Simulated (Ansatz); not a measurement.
**Platinum, fcc under r²SCAN: convergence with the Methfessel-Paxton smearing**

Aim: find which Methfessel-Paxton smearing width is enough for energy and pressure. The geometry was relaxed under r²SCAN beforehand and stays fixed; 7 values are run, from 0.01 to 1.0 eV. Wanted are the values from which on the energy stays within 10 and 1 meV/atom, and the pressure within 0.5 GPa, of the narrowest run. Within the series other settings stay, but some runs also write fields, which adds to their time. Spin polarisation is left out.

Computed with Ansatz 0.2.0 (DFT r²SCAN, plane waves with PAW, scalar-relativistic, unless a step says otherwise).

**1. The structure to begin with**

Symmetry: Fm-3m, No. 225, cubic system. Conventional cell: a = 3.941 Å, b = 3.941 Å, c = 3.941 Å, α = 90.00°, β = 90.00°, γ = 90.00°. Pt (site symmetry m-3m) has 12 Pt at 2.79 Å as nearest neighbours.

Coordinates:

```cif
data_structure
_symmetry_space_group_name_H-M 'P 1'
_symmetry_Int_Tables_number 1
_cell_length_a 2.7868
_cell_length_b 2.7868
_cell_length_c 2.7868
_cell_angle_alpha 60.000
_cell_angle_beta 60.000
_cell_angle_gamma 60.000
_cell_volume 15.30
loop_
_atom_site_label
_atom_site_type_symbol
_atom_site_fract_x
_atom_site_fract_y
_atom_site_fract_z
_atom_site_occupancy
Pt1 Pt 0.00000 0.00000 0.00000 1
```

**2. Run at 0.01 eV**

The run at 0.01 eV.

The input, input.yaml:

```yaml
crystal:
  lattice:
    - [0.0, 1.9705765473, 1.9705765473]
    - [1.9705765473, 0.0, 1.9705765473]
    - [1.9705765473, 1.9705765473, 0.0]
  atoms:
    - { symbol: Pt, position: [0.0, 0.0, 0.0] }
hamiltonian:
  xc: r2scan
  pseudopotentials:
    kind: paw
    azcp:
      Pt: "pseudopotentials/Pt.paw.azcp"
basis:
  ecutwfc: 500
  fft_grid_basis: typed
kpoints:
  mp_grid: { grid: [14, 14, 14], shift: [0, 0, 0] }
magnetization:
  spin_polarized: false
scf:
  occupations: { method: methfessel_paxton, width: 0.01 }
  lower_state_search: "off"
output:
  stress: true
  write_density: true
  write_potential: true
  elf: true
  volumetric_format: npy
```

Started as:

```
> ansatz run input.yaml --threads 2 --pin off --max-ram 5120MiB --backend cpu --events-out ev --progress --plain --runs-dir out
```

**3. Run at 0.03 eV**

The run at 0.03 eV.

input.yaml: that of step 2 with these lines changed.

```diff
@@ -21,3 +21,3 @@
 scf:
-  occupations: { method: methfessel_paxton, width: 0.01 }
+  occupations: { method: methfessel_paxton, width: 0.03 }
   lower_state_search: "off"
@@ -25,5 +25 @@
   stress: true
-  write_density: true
-  write_potential: true
-  elf: true
-  volumetric_format: npy
```

**4. Run at 0.1 eV**

The run at 0.1 eV.

input.yaml: that of step 3 with these lines changed.

```diff
@@ -21,3 +21,3 @@
 scf:
-  occupations: { method: methfessel_paxton, width: 0.03 }
+  occupations: { method: methfessel_paxton, width: 0.1 }
   lower_state_search: "off"
```

**5. Run at 0.2 eV**

The run at 0.2 eV.

input.yaml: that of step 4 with these lines changed.

```diff
@@ -21,3 +21,3 @@
 scf:
-  occupations: { method: methfessel_paxton, width: 0.1 }
+  occupations: { method: methfessel_paxton, width: 0.2 }
   lower_state_search: "off"
@@ -25 +25,5 @@
   stress: true
+  write_density: true
+  write_potential: true
+  elf: true
+  volumetric_format: npy
```

**6. Run at 0.3 eV**

The run at 0.3 eV.

input.yaml: that of step 5 with these lines changed.

```diff
@@ -21,3 +21,3 @@
 scf:
-  occupations: { method: methfessel_paxton, width: 0.2 }
+  occupations: { method: methfessel_paxton, width: 0.3 }
   lower_state_search: "off"
@@ -25,5 +25 @@
   stress: true
-  write_density: true
-  write_potential: true
-  elf: true
-  volumetric_format: npy
```

**7. Run at 0.6 eV**

The run at 0.6 eV.

input.yaml: that of step 6 with these lines changed.

```diff
@@ -21,3 +21,3 @@
 scf:
-  occupations: { method: methfessel_paxton, width: 0.3 }
+  occupations: { method: methfessel_paxton, width: 0.6 }
   lower_state_search: "off"
@@ -25 +25,5 @@
   stress: true
+  write_density: true
+  write_potential: true
+  elf: true
+  volumetric_format: npy
```

**8. Run at 1.0 eV**

The run at 1.0 eV.

input.yaml: that of step 7 with these lines changed.

```diff
@@ -21,3 +21,3 @@
 scf:
-  occupations: { method: methfessel_paxton, width: 0.6 }
+  occupations: { method: methfessel_paxton, width: 1.0 }
   lower_state_search: "off"
@@ -25,5 +25 @@
   stress: true
-  write_density: true
-  write_potential: true
-  elf: true
-  volumetric_format: npy
```

(Steps that only read results are left out.)

What does the calculation give?

As calculated:

```
                                           quantity                       value
       E(σ → 0) stays within 10 meV/atom of 0.01 eV                up to 0.6 eV
                   E(σ → 0) stays within 1 meV/atom                up to 0.3 eV
                      pressure stays within 0.5 GPa                up to 0.6 eV
                                pressure at 0.01 eV                   -0.46 GPa
energy of a separate run on a finer mesh (22×22×22)  +3.9 meV/atom from 0.01 eV
```

In words: The far end, 1.0 eV, lies -22.7 meV/atom and +0.7 GPa from the yardstick. The free energy F moves by -42.2 meV/atom over the range, and the estimate for σ → 0 by -22.7. This scheme cancels the term in the square of the width, so F moves little up to 0.2 eV. The mesh (14×14×14) is fixed, so the narrowest widths carry a k-point error of their own. The yardstick itself is unsettled by 3.9 meV/atom against the finer mesh, so the thresholds above hold only within this series, and wider smearing, which averages over more states, can land nearer the fine-mesh value than the narrowest does.
